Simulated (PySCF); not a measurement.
Fill in the blanks.

Compound: isopropyl formate, C4H8O2.
Cartesian coordinates in Å at the GFN2-xTB level; atoms count from 1:
```
atom  x, y, z in Å
C1    -1.0567   -0.8773    0.3763
C2    -0.1680    0.2746   -0.0789
C3    -0.3467    0.5973   -1.5546
O4     1.2186   -0.0835    0.1090
C5     1.7338    0.0873    1.3071
O6     1.1853    0.5173    2.2793
H7    -2.1006   -0.6220    0.2181
H8    -0.9017   -1.0729    1.4347
H9    -0.8192   -1.7761   -0.1883
H10   -0.3682    1.1596    0.5390
H11    0.3197    1.4042   -1.8474
H12   -0.1160   -0.2781   -2.1559
H13   -1.3726    0.8993   -1.7441
H14    2.7916   -0.2302    1.2836
```

```tsv
property	level	value
point group of the GFN2-xTB geometry	GFN2-xTB	C1
rotational constants A, B, C of the GFN2-xTB geometry	GFN2-xTB	6.519, 2.510, 2.106 GHz
dipole moment	wB97X-D/def2-SVPD	?
HOMO energy	wB97X-D/def2-SVPD	?
LUMO energy	wB97X-D/def2-SVPD	2.02 eV
lowest singlet excitation	TDDFT wB97X-D/def2-SVPD	6.00 eV (207 nm, f = 0.002)
strongest line among the 8 lowest singlet transitions	TDDFT wB97X-D/def2-SVPD	S6 at 9.17 eV (135 nm, f = 0.112)
lowest triplet excitation (Tamm–Dancoff)	TDA wB97X-D/def2-SVPD	5.49 eV
static isotropic polarisability	wB97X-D/def2-SVPD	56.4 au
electronic spatial extent ⟨r²⟩ about the centre of nuclear charge	wB97X-D/def2-SVPD	629 bohr²
13C chemical shifts (computed TMS as zero) by class	GIAO PBE0/pcSseg-1	?
1H chemical shifts (computed TMS as zero) by class	GIAO PBE0/pcSseg-1	8.11 (H14), 5.19 (H10), 1.33 (H7/H8/H9/H11/H12/H13) ppm
isotropic shieldings of nuclei other than C and H, by class	GIAO PBE0/pcSseg-1	-104 (O6), 92 (O4) ppm
largest of the computed one-bond spin–spin couplings (means over like bonds)	B3LYP/pcJ-1, spin–dipole term left out	13C–1H +224.0 (C5–H14), 13C–1H +153.7 (C2–H10), 13C–1H +133.7 (C1–H7 and 5 like it), 13C–13C +38.9 (C1–C2 and 1 like it), 17O–13C +37.4 (O4–C5), 17O–13C +29.4 (O6–C5), 17O–13C +22.0 (O4–C2) Hz
core binding energies	ΔSCF SCAN, pcX-2 on the ionised atom, pcseg-1 elsewhere, spin-free X2C	?
```

The electronic properties come from PySCF, for the isolated species, density fitting. NMR classes are plain means over equivalent atoms (diastereotopic ones count apart unless rotation or inversion swaps them), as if these changed places fast; in this geometry the members of some classes differ.

(1) Give the core binding energies.

(2) What is the dipole moment?

(3) Give the HOMO energy.

(4) The 13C chemical shifts (computed TMS as zero) by class?

Answers

(1) C1s 290.8 (C1/C3), C1s 292.5 (C2), C1s 294.7 (C5), O1s 537.9 (O6), O1s 539.5 (O4) eV.

(2) 2.31 D.

(3) -10.20 eV.

(4) 165.3 (C5), 69.6 (C2), 23.5 (C1/C3) ppm.

With B = h/(8π²I), that is 505.379 GHz u Å² over I, the principal moments of inertia are 77.5, 201.3 and 239.9 u Å² (most abundant isotopes); the inertial defect Ic − Ia − Ib is -38.9 u Å² (zero for a rigid planar frame, negative otherwise). The polarisability is 8.36 Å³ as a volume (1 au = 0.148185 Å³), or 1.18 au for each of the 48 electrons. The vertical singlet–triplet gap S1 − T1 is 0.51 eV (TDDFT singlet less Tamm–Dancoff triplet; S1: HOMO→LUMO, weight 0.94; T1: HOMO→LUMO, weight 0.94). A dipole of 2.31 D is allowed in C1, and pure rotational transitions are dipole-allowed. The rotational constants make it an asymmetric top with κ = (2B − A − C)/(A − C) = -0.82, nearer the prolate limit (−1).

One conformer stands for the species.
